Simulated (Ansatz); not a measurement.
The inner images of a band of C2H4N2O (9 atoms, charge 0, multiplicity 1) are given out of order.

Level of theory: RKS B3LYP-D4/def2-SVP in Ansatz 0.2.0.

First end point:

```xyz
9
Properties=species:S:1:pos:R:3
N -1.492 0.262 0.372
C -0.344 -0.541 0.218
N 1.079 -0.128 0.830
C 0.859 -0.097 -0.405
O 1.458 0.224 -1.546
H -1.291 1.258 0.316
H -1.979 0.071 1.246
H -0.562 -1.615 0.289
H 2.362 0.520 -1.338
```

Last end point:

```xyz
9
Properties=species:S:1:pos:R:3
N -1.263 0.436 0.722
C -0.296 -0.501 0.305
N 1.209 -0.332 0.813
C 0.895 -0.113 -0.379
O 1.410 0.320 -1.525
H -1.490 1.152 0.039
H -2.106 0.022 1.103
H -0.622 -1.551 0.281
H 2.351 0.521 -1.376
```

**Question.** Put them in order from the first end to the last, with their energies above the first end.
A.
```xyz
9
Properties=species:S:1:pos:R:3
N -1.368 0.332 0.540
C -0.318 -0.528 0.261
N 1.202 -0.276 0.822
C 0.888 -0.120 -0.380
O 1.412 0.287 -1.537
H -1.382 1.277 0.188
H -2.096 0.058 1.182
H -0.594 -1.590 0.282
H 2.345 0.514 -1.376
```
B.
```xyz
9
Properties=species:S:1:pos:R:3
N -1.462 0.272 0.401
C -0.333 -0.542 0.236
N 1.132 -0.188 0.839
C 0.873 -0.106 -0.385
O 1.431 0.256 -1.536
H -1.320 1.268 0.263
H -2.015 0.081 1.233
H -0.567 -1.613 0.290
H 2.350 0.525 -1.357
```
C.
```xyz
9
Properties=species:S:1:pos:R:3
N -1.419 0.297 0.461
C -0.324 -0.535 0.250
N 1.177 -0.236 0.833
C 0.883 -0.114 -0.380
O 1.418 0.275 -1.536
H -1.355 1.278 0.223
H -2.060 0.070 1.212
H -0.578 -1.601 0.290
H 2.346 0.520 -1.370
```
D.
```xyz
9
Properties=species:S:1:pos:R:3
N -1.287 0.402 0.688
C -0.300 -0.510 0.296
N 1.212 -0.302 0.814
C 0.893 -0.118 -0.383
O 1.408 0.301 -1.536
H -1.446 1.210 0.099
H -2.132 0.016 1.087
H -0.604 -1.566 0.299
H 2.345 0.520 -1.381
```
E.
```xyz
9
Properties=species:S:1:pos:R:3
N -1.323 0.366 0.617
C -0.308 -0.521 0.278
N 1.211 -0.287 0.818
C 0.891 -0.120 -0.381
O 1.410 0.293 -1.537
H -1.419 1.249 0.138
H -2.122 0.037 1.137
H -0.595 -1.580 0.293
H 2.344 0.518 -1.380
```

**Answer.** B (+0.016 eV), C (+0.062 eV), A (+0.112 eV), E (+0.131 eV), D (+0.121 eV).

The run took 80 s on 1 thread of Intel(R) Xeon(R) 6975P-C (Granite Rapids) (shared host), peak memory 0.2 GiB.
